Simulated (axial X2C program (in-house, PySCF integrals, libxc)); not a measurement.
# SiN⁻: from Re and ωe to a spectrum

A bond curve at the CCSD level, with spin–orbit coupling, was computed with an in-house relativistic program for diatomic molecules (basis Si dyall-av3z [9s8p3d2f], N dyall-av3z [7s7p3d2f] (cores contracted in-house)) for the state Ω = 0 (closed shell). Its fit gives Re = 1.5971 Å, ωe = 1166.2 cm⁻¹, ωexe = 5.26 cm⁻¹ and αe = 4.720e-03 cm⁻¹; the masses are 27.9769 and 14.0031 u. Two-component means X2C with spin–orbit coupling and atomic mean-field Coulomb and Gaunt terms.

Correlated methods: 10 electrons correlated (number of frozen shells: Si 2 s, 1 p; N 1 s), 200 virtual spin orbitals or spinors in MP2, 90 natural virtuals in coupled cluster.

Find the reduced mass, Be and the force constant.

From the CCSD values: μ = 9.3321 u. Be = 16.8576/(μ Re²) = 0.7082 cm⁻¹. k = 5.8918×10⁻⁷ μ ωe² = 7.48 mdyn/Å.

A Morse curve ties αe to the other constants (Pekeris). How well does that hold?

αe(Morse) = 6Be²/ωe × (√(ωexe/Be) − 1) = 4.452e-03 cm⁻¹; the CCSD curve gives 4.720e-03 cm⁻¹, a ratio of 0.94.

Estimate De from a Morse curve and compare with the computed well depth of 5.390 eV to Si- + N.

De(Morse) = ωe²/(4ωexe) = 8.014 eV against 5.390 eV computed, a ratio of 1.49. The extrapolation overshoots: the well softens faster than a Morse curve, or the lowest atomic limit lies below the one to which the curve heads.

Estimate the centrifugal constant by the Kratzer relation.

D = 4Be³/ωe² = 1.04e-06 cm⁻¹.

Give B0, the J = 1←0 line in GHz and the most populated J at 300 K (kT = 208.5 cm⁻¹).

B0 = Be − αe/2 = 0.7058 cm⁻¹; 2B0 = 42.32 GHz; J(max) ≈ √(kT/2B0) − 1/2 = 11.7, so J = 12.

The state is one determinant whose occupation by symmetry is held fixed; it was picked as the lowest of a PBE0 search that is not exhaustive. De is counted from the lowest determinant-based energies of the atoms at the same level, without counterpoise correction. CCSD ran in a truncated set of natural virtual spinors with an MP2 remainder; without triples it tends to underbind.
